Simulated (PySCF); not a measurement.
# EPR parameters of C5H7S

Compound: C5H7S (doublet state).
Z-matrix (Å and degrees, GFN2-xTB geometry), rows numbered from 1:
```
C 
C   1  1.3827
C   2  1.3827  1  121.89
C   2  1.4709  1  118.27  3  -179.50
C   4  1.4898  2  118.90  1  -153.64
S   4  1.6312  2  120.78  1    27.80
H   1  1.0745  2  120.81  3    -1.61
H   1  1.0740  2  121.06  3   179.84
H   3  1.0729  2  122.77  1   179.75
H   3  1.0747  2  119.88  1    -3.83
H   5  1.0871  4  110.17  2   165.41
H   5  1.0891  4  110.99  2    43.44
H   5  1.0912  4  109.73  2   -75.78
```

The hyperfine couplings belong to this conformer and change with its torsions.

Identity: `[CH2]C(=C)C(C)=S` [radical].

The calculation used UKS B3LYP, pcH-1 on C H S, non-relativistic, mean-field spin-orbit, GIAO in PySCF 2.14.0. One conformer (not necessarily the lowest) at the GFN2-xTB geometry, without solvent, vibrations or thermal averaging. Couplings are sensitive to structure, and on GFN2-xTB geometries they can be far from those on DFT ones. The frame is twisted about the C2–C4 bond at this geometry (dihedral C3–C2–C4–C5 = 27°); couplings at other torsion angles weren't computed. The SCF solution wasn't tested for stability. ⟨S²⟩ is 0.791 where a pure state has 0.75.

- g1, g2, g3: 1.99675, 2.00166, 2.00245
- g_iso: 2.00029
- Form of g: close to axial: the two nearest values differ by 14 % of g3 − g1
- ⟨S²⟩: 0.7910 (exact 0.7500)
- α and β electrons: 27, 26
- HOMO–LUMO gap, α and β orbitals: 3.17, 3.49 eV

Hyperfine couplings atom by atom, in G; T1 to T3 are the principal values of the dipolar part (MHz turned into gauss with g_iso; 10 G = 1 mT):

```
atom  isotope  a_iso  of which spin–orbit     T1     T2    T3  Mulliken spin population
  C1      13C   20.9                  0.0  -19.7  -19.2  38.9                      0.72
  C2      13C  -17.7                  0.0  -10.1    4.2   5.9                     -0.26
  C3      13C   19.6                  0.0  -18.4  -17.8  36.3                      0.68
  C4      13C    3.6                  0.0   -1.5   -0.9   2.4                      0.06
  C5      13C   -0.5                  0.0   -0.2    0.0   0.2                     -0.01
  S6      33S   -0.7                 -0.1   -5.6    2.3   3.3                     -0.08
  H7       1H  -15.2                  0.0   -8.3   -0.7   9.0                     -0.03
  H8       1H  -16.2                  0.0   -9.6   -0.3   9.9                     -0.03
  H9       1H  -15.0                  0.0   -9.0   -0.1   9.2                     -0.03
 H10       1H  -14.3                  0.0   -7.6   -0.7   8.3                     -0.03
 H11       1H    0.4                  0.0   -0.4   -0.3   0.7                      0.00
 H12       1H    0.9                  0.0   -0.7   -0.6   1.3                      0.00
 H13       1H    1.9                  0.0   -0.6   -0.6   1.1                      0.00
```

Largest spin populations (Mulliken): C1 (+0.72), C3 (+0.68), C2 (-0.26) and S6 (-0.08). The positive populations add up to 1.46 and the negative ones to -0.46, together 2S = 1. The angles at C1 add up to 360.0°, so it is planar; its axial dipolar tensor and the negative couplings of its protons fit spin in a p orbital normal to that plane.

Under fast tumbling the dipolar parts average out, and these isotropic splittings remain: 1 × 1H (H8, I = 1/2, 2 lines) with 1.62 mT, 1 × 1H (H7, I = 1/2, 2 lines) with 1.52 mT, 1 × 1H (H9, I = 1/2, 2 lines) with 1.50 mT, 1 × 1H (H10, I = 1/2, 2 lines) with 1.43 mT and 3 × 1H (H11/H12/H13, I = 1/2, 4 lines) with 0.11 mT.

Means are taken over nuclei equivalent by connectivity, which assumes that they swap fast. H7 and H8 aren't averaged: C1 is flat or nearly so (angle sum 360°), and its turn about the short C1–C2 bond (1.38 Å) is taken as slow.

The 13C coupling of C1 (58.5 MHz) shows only in satellite lines or after enrichment, since that isotope makes up about 1.07 % of natural carbon.
